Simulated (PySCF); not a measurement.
Molfile (atoms numbered from 1):
```
C3H4F2O
     RDKit          3D

 10 10  0  0  0  0  0  0  0  0999 V2000
   -0.3596   -1.4378    1.6320 F   0  0  0  0  0  0  0  0  0  0  0  0
    0.0964   -0.2118    1.2264 C   0  0  0  0  0  0  0  0  0  0  0  0
    0.4254   -0.2769   -0.2385 C   0  0  2  0  0  0  0  0  0  0  0  0
    0.7798    0.9678   -0.8469 O   0  0  0  0  0  0  0  0  0  0  0  0
   -0.4080    0.3940   -1.2289 C   0  0  2  0  0  0  0  0  0  0  0  0
   -1.5193    1.0358   -0.8263 F   0  0  0  0  0  0  0  0  0  0  0  0
    1.0036    0.0432    1.8004 H   0  0  0  0  0  0  0  0  0  0  0  0
   -0.6723    0.5533    1.4153 H   0  0  0  0  0  0  0  0  0  0  0  0
    1.0405   -1.1378   -0.5358 H   0  0  0  0  0  0  0  0  0  0  0  0
   -0.5003    0.0646   -2.2716 H   0  0  0  0  0  0  0  0  0  0  0  0
  1  2  1  0
  2  3  1  0
  3  4  1  0
  4  5  1  0
  5  6  1  0
  5  3  1  0
  2  7  1  0
  2  8  1  0
  3  9  1  6
  5 10  1  6
M  END
```

Geometry: PBE0-D3(BJ)/def2-SVP; GIAO shifts from PySCF 2.14.0 with density-fitted response routines, gas phase, non-relativistic, averaged over equivalent atoms.

At PBE0/cc-pVTZ (236 basis functions, 17 s wall time on 1 thread of an Arm Neoverse V2, shared host):
| atoms | δ (ppm) |
| --- | --- |
| F6 | -179.4 |
| F1 | -253.0 |
| C5 | 88.7 |
| C2 | 78.8 |
| C3 | 51.5 |
| O4 | 65.3 |
| H10 | 5.25 |
| H7 | 4.63 |
| H8 | 4.21 |
| H9 | 2.71 |

δ = σ(ref) − σ, references computed at the same level: ¹⁹F (182.60 ppm) vs CFCl3; TMS for ¹³C (187.29 ppm) and ¹H (31.29 ppm); ¹⁷O (334.84 ppm) against H2O.

Problem. Estimate the result of repeating the calculation with B97-2/pcSseg-2.

Solution. 
```tsv
atoms	δ at B97-2/pcSseg-2	change
F6	-182.4	-3.0
F1	-254.2	-1.2
C5	91.2	+2.5
C2	80.9	+2.1
C3	53.8	+2.3
O4	61.7	-3.6
H10	5.31	+0.06
H7	4.66	+0.03
H8	4.23	+0.02
H9	2.75	+0.04
```

Referencing at the same level of theory: ¹⁹F (177.41 ppm) vs CFCl3; ¹³C (183.46 ppm), ¹H (31.36 ppm) vs TMS; H2O for ¹⁷O (326.24 ppm).

The largest change is at O4 (ether oxygen). Cost: 272 basis functions, 21 s wall time on 1 thread of an Arm Neoverse V2, shared host. The order of the carbon signals is the same at both levels.

Unscaled 19F shifts against computed CFCl3 carry errors that often reach 10 to 50 ppm. Experimental scales use liquid or dissolved standards, which lie at an offset from isolated H2O (liquid H2O: subtract about 36 ppm).
